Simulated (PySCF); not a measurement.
## Spin-rotation constants: SMILES P, H$_{3}$P

Geometry:
```csv
atom,x (Å),y (Å),z (Å)
P1,-0.004,0.005,0.505
H2,-0.581,1.047,-0.284
H3,1.198,-0.015,-0.268
H4,-0.612,-1.025,-0.276
```

Computed with GIAO B3LYP/aug-pcSseg-1 magnetisability, rotational g tensor and spin-rotation constants, non-relativistic, gas phase in PySCF. Geometry: PBE0-D3(BJ)/def2-SVP.

Problem. Give the nuclear spin-rotation constants along the inertial axes (H = +C I·J) beside the isotropic shieldings.

Solution. Rotational constants 131.4432, 131.4387, 116.7818 GHz.
| atom | isotope | Caa (kHz) | Cbb (kHz) | Ccc (kHz) | mean (kHz) | σ (ppm) |
| --- | --- | --- | --- | --- | --- | --- |
| P1 | 31P | 121.022 | 121.017 | 124.535 | 122.192 | 568.5 |
| H2 | 1H | -8.110 | -8.110 | -7.837 | -8.019 | 29.4 |
| H3 | 1H | -8.109 | -8.109 | -7.838 | -8.019 | 29.4 |
| H4 | 1H | -8.110 | -8.110 | -7.837 | -8.019 | 29.4 |

Where two moments of inertia are equal or nearly so, the constants along those axes are given as their average.
For the geometry as given, no vibrational averaging.
